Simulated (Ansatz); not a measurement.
I need a composite energy at a relaxed geometry of CH5N2 (charge +1), SMILES NC=[NH2+]. Use Ansatz 0.2.0 through its Python package. Use (for the species named): PBE0, def2-SVP basis, multiplicity 1.

```csv
atom,x (Å),y (Å),z (Å)
N,-0.5257,0.7876,-0.6778
C,-0.0330,0.2162,0.3839
N,0.5502,-0.9485,0.3921
H,-0.4836,0.3468,-1.5898
H,-0.9692,1.6946,-0.6289
H,-0.1140,0.7480,1.3284
H,0.9164,-1.3476,1.2456
H,0.6589,-1.4971,-0.4535
```

Script `run_composite.py`:
```python
# -*- coding: utf-8 -*-
import itertools
import warnings

import ansatz as az
from ase.data import atomic_numbers, covalent_radii
import numpy as np

warnings.simplefilter("ignore", az.DeckWarning)

geometry_ang = [
    ("N", (-0.52566, 0.78758, -0.67783)),
    ("C", (-0.03299, 0.21618, 0.38392)),
    ("N", (0.55018, -0.94845, 0.39213)),
    ("H", (-0.48364, 0.34675, -1.58978)),
    ("H", (-0.96919, 1.69464, -0.62891)),
    ("H", (-0.11399, 0.74798, 1.32836)),
    ("H", (0.9164, -1.34759, 1.2456)),
    ("H", (0.65888, -1.49708, -0.45349)),
]
mol = az.Crystal.molecule()
for symbol, xyz in geometry_ang:
    mol = mol.atom(symbol, xyz)

model = (
    mol.calculation()
    .basis(gaussian="def2-SVP")
    .functional("PBE0")
    .charge(1)
)
symbols = [site.symbol for site in mol.cartesian_sites]
start = np.array([site.position_ang for site in mol.cartesian_sites], dtype=float)
report = model.relax(force_tolerance=0.01).run(threads=1).report
end = np.array(report["positions_ang"])
radius = [covalent_radii[atomic_numbers[s]] for s in symbols]
span = lambda where, i, j: np.linalg.norm(where[i] - where[j])
bonded = [(i, j) for i, j in itertools.combinations(range(len(symbols)), 2) if min(span(start, i, j), span(end, i, j)) < 1.2 * (radius[i] + radius[j])]
print("pair        before    after (A)")
for i, j in bonded:
    print(f"{symbols[i]}{i}-{symbols[j]}{j}".ljust(10), f"{span(start, i, j):8.4f} {span(end, i, j):8.4f}")
for first, second in list(itertools.combinations(bonded, 2)):
    shared = set(first) & set(second)
    if shared and symbols[(j := shared.pop())] != "H":
        i, k = sorted((set(first) | set(second)) - {j})
        u, v = end[i] - end[j], end[k] - end[j]
        angle = np.degrees(np.arccos(np.clip(u @ v / np.linalg.norm(u) / np.linalg.norm(v), -1, 1)))
        print(f"final angle {symbols[i]}{i}-{symbols[j]}{j}-{symbols[k]}{k}: {angle:.2f} deg")

minimum = az.Crystal.molecule()
for symbol, place in zip(symbols, end):
    minimum = minimum.atom(symbol, place.tolist())
at_minimum = minimum.calculation().charge(1)
level = lambda method, basis: at_minimum.basis(gaussian=basis).correlation(method).run(threads=1).report
small, large, cluster = level("mp2", "cc-pVDZ"), level("mp2", "cc-pVTZ"), level("ccsd_t", "cc-pVDZ")
corr = lambda each: (each["free_energy_ev"] - each["reference_energy_ev"]) / 27.211386246
mp2_limit = (27 * corr(large) - 8 * corr(small)) / 19
pieces = {"HF / cc-pVTZ": large["reference_energy_ev"] / 27.211386246, "MP2 correlation, DZ-TZ limit": mp2_limit, "CCSD(T) - MP2 / cc-pVDZ": corr(cluster) - corr(small)}
for name, value in pieces.items():
    print(f"{name:32s} {value:14.6f} Ha")
print(f"{'sum':32s} {sum(pieces.values()):14.6f} Ha")
print("T1 diagnostic", round(cluster["correlation"]["coupled_cluster"]["t1_diagnostic"], 4))
```

```console
$ python run_composite.py
pair        before    after (A)
N0-C1        1.3025   1.3077
N0-H3        1.0138   1.0174
N0-H4        1.0109   1.0159
C1-N2        1.3025   1.3077
C1-H5        1.0869   1.0959
N2-H6        1.0109   1.0159
N2-H7        1.0138   1.0174
final angle C1-N0-H3: 123.19 deg
final angle C1-N0-H4: 119.96 deg
final angle N0-C1-N2: 125.83 deg
final angle N0-C1-H5: 117.09 deg
final angle H3-N0-H4: 116.85 deg
final angle N2-C1-H5: 117.09 deg
final angle C1-N2-H6: 119.96 deg
final angle C1-N2-H7: 123.19 deg
final angle H6-N2-H7: 116.85 deg
HF / cc-pVTZ                        -149.528662 Ha
MP2 correlation, DZ-TZ limit          -0.613691 Ha
CCSD(T) - MP2 / cc-pVDZ               -0.044354 Ha
sum                                 -150.186707 Ha
T1 diagnostic 0.0148
```

Caveats:
- Total energies depend on the basis set; only differences at equal settings carry meaning.
- The sum leaves out core correlation, relativity, the Hartree-Fock basis error and zero-point energy; a DZ-TZ extrapolation is rough.
- Inner cores stay frozen, so this is valence correlation.
- Timing: 11 s on 1 thread of Arm Neoverse V2, on a shared host, peak memory 0.31 GiB.
